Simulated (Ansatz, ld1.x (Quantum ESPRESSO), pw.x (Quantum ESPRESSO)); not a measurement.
pw.x on diamond Rb: one setting changed

Potential: norm-conserving Troullier–Martins (Kleinman–Bylander form), ld1.x (Quantum ESPRESSO) 7.5, LDA (PW92); core [Kr], reference 4d0 5s0.5 5p0.5; waves: 5p (bound): rc 4.20 bohr; 4d (bound, empty): rc 4.20 bohr; 5s (bound): rc 4.20 bohr; local part: the s channel; core correction: Bessel-smoothed model core inside 3.40 bohr.

The reference run (k-mesh 8³, cutoffs 50/200 Ry, Fermi–Dirac 0.01 Ry, mixing_beta 0.4, conv_thr 1e-9, no spin) gives -0.01 GPa at 119.317 Å³/atom, where all-electron LAPW gives -0.00 GPa. This run, with its own iteration cap, changes startingwfc to random.

```
&control
  calculation='scf', prefix='x', pseudo_dir='./', outdir='./tmp', tstress=.true., disk_io='none'
/
&system
  ibrav=0, nat=2, ntyp=1, ecutwfc=50, ecutrho=200, nbnd=8,
  occupations='smearing', smearing='fd', degauss=0.01
/
&electrons
  conv_thr=1e-09, mixing_beta=0.4, electron_maxstep=60, startingwfc='random'
/
ATOMIC_SPECIES
Rb 1.0 Rb.UPF
CELL_PARAMETERS angstrom
  0.00000000 4.92304843 4.92304843
  4.92304843 0.00000000 4.92304843
  4.92304843 4.92304843 0.00000000
ATOMIC_POSITIONS crystal
Rb 0.0000 0.0000 0.0000
Rb 0.2500 0.2500 0.2500
K_POINTS automatic
8 8 8 0 0 0
```

```bash
pw.x < Rb.scf.in > Rb.scf.out
```

Problem. How does the run end?

Solution. It converges in 6 iterations; the free energy moves by +0.0 meV/atom and the pressure by +0.00 GPa. The result is that of the reference run.

```
Message from routine setup:
     using ibrav=0 with symmetry is DISCOURAGED, use correct ibrav instead
     lattice parameter (alat)  =      13.1567  a.u.
     unit-cell volume          =    1610.3821 (a.u.)^3
     number of electrons       =         2.00
     number of Kohn-Sham states=            8
     kinetic-energy cutoff     =      50.0000  Ry
     charge density cutoff     =     200.0000  Ry
     scf convergence threshold =      1.0E-09
     Exchange-correlation= PW
     number of k points=    29  Fermi-Dirac smearing, width (Ry)=  0.0100
     iteration #  1     ecut=    50.00 Ry     beta= 0.40
     c_bands:  1 eigenvalues not converged
     total energy              =      -5.21615626 Ry
     estimated scf accuracy    <       0.00135074 Ry
     iteration #  2     ecut=    50.00 Ry     beta= 0.40
     total energy              =      -5.21628538 Ry
     estimated scf accuracy    <       0.00049584 Ry
     iteration #  3     ecut=    50.00 Ry     beta= 0.40
     total energy              =      -5.21629527 Ry
     estimated scf accuracy    <       0.00000019 Ry
     iteration #  4     ecut=    50.00 Ry     beta= 0.40
     c_bands:  1 eigenvalues not converged
     c_bands:  1 eigenvalues not converged
     total energy              =      -5.21629815 Ry
     estimated scf accuracy    <       0.00000004 Ry
     iteration #  5     ecut=    50.00 Ry     beta= 0.40
     total energy              =      -5.21629818 Ry
     estimated scf accuracy    <       0.00000002 Ry
     iteration #  6     ecut=    50.00 Ry     beta= 0.40
     the Fermi energy is    -0.9653 ev
!    total energy              =      -5.21629818 Ry
     estimated scf accuracy    <          1.3E-11 Ry
     smearing contrib. (-TS)   =      -0.00698472 Ry
     The total energy is F=E-TS. E is the sum of the following terms:
     one-electron contribution =       0.43547859 Ry
     hartree contribution      =       0.00797817 Ry
     xc contribution           =      -5.07374468 Ry
     ewald contribution        =      -0.57902555 Ry
     convergence has been achieved in   6 iterations
          total   stress  (Ry/bohr**3)                   (kbar)     P=       -0.15
     Message from routine punch:
     Nothing written, as per user request (disk_io='none')
```

The run took about 38 s on one core of a shared host (Neoverse-V1, 32 threads, 247 GiB, load 16).
